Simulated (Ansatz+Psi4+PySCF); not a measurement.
The numbers below are computed, except where a source is named.
A run of Psi4 1.11 on doublet NH3(+) at this shape:

| atom | x (Å) | y (Å) | z (Å) |
| --- | --- | --- | --- |
| N | 0.0000 | 0.0000 | 0.1165 |
| H | 0.0000 | 0.9397 | -0.2718 |
| H | 0.8138 | -0.4699 | -0.2718 |
| H | -0.8138 | -0.4699 | -0.2718 |

Its results:

- Converged: yes
- Total energy: -55.87396 hartree
- Spin squared of the determinant: 0.758
- Occupied orbitals by symmetry in an Abelian subgroup (alpha; beta): 4 Ap 1 App; 3 Ap 1 App

Problem. Which input gives this output? Name the method, the orbitals and the basis set, and write the input.

Solution. UHF in cc-pVTZ.

```
molecule {
1 2
N 0.000000 0.000000 0.116490
H 0.000000 0.939730 -0.271810
H 0.813830 -0.469860 -0.271810
H -0.813830 -0.469860 -0.271810
}

set basis cc-pVTZ
set reference uhf
set scf_type pk
energy('scf')
```
